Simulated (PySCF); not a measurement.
Species: sodium diatomic, Na2.
Cartesian coordinates in Å at the PBE0-D3(BJ)/def2-SVP level; atoms count from 1:
```xyz
2
Na2 angstrom
Na     1.5874   -0.0871    0.0087
Na    -1.5377   -0.0006   -0.0309
```

Method: PBE0-D3(BJ)/def2-SVP geometry optimisation, gas phase (PySCF 2.14.0).

Masses are those of the commonest isotopes; rigid-rotor values at the optimised geometry. 

(1) What are the moment of inertia and the rotational constant?

(2) List the first levels of a rigid rotor in a Σ state.

(3) Has it a pure rotational spectrum?

(4) Estimate the classical rotational partition function at 10 K, 200 K and 500 K.

## Answers

(1) I = 112.360 u·Å², B = 505379 MHz·u·Å²/I = 4498 MHz (0.1500 cm⁻¹, or 0.216 K as hB/k). For two atoms I = μr² with μ = 11.4949 u and r = 3.1265 Å.

(2) E(J) = BJ(J+1): J = 1: 0.300, J = 2: 0.900, J = 3: 1.800, J = 4: 3.001, J = 5: 4.501, J = 6: 6.301 cm⁻¹.

(3) Not by electric dipole: D∞h allows no dipole (computed 0.00 D). Rotational Raman lines (ΔJ = 2) lie at B(4J + 6), spaced by 4B = 0.600 cm⁻¹, with nuclear-spin weights that differ between even and odd J.

(4) Point group D∞h, symmetry number σ = 2; q = kT/(σhB), k/h = 20836.6 MHz/K: 23.2 at 10 K, 463 at 200 K, 1160 at 500 K.

Not checked by PBE0-D3(BJ)/def2-SVP frequencies. Zero-point vibration and centrifugal distortion are left out.

Time: 1.4 s wall; peak memory 0.22 GiB. Hardware: one thread of an Intel Xeon Platinum 8488C, no GPU, shared host with 96 logical CPUs at a one-minute load of 32. This is the geometry optimisation.
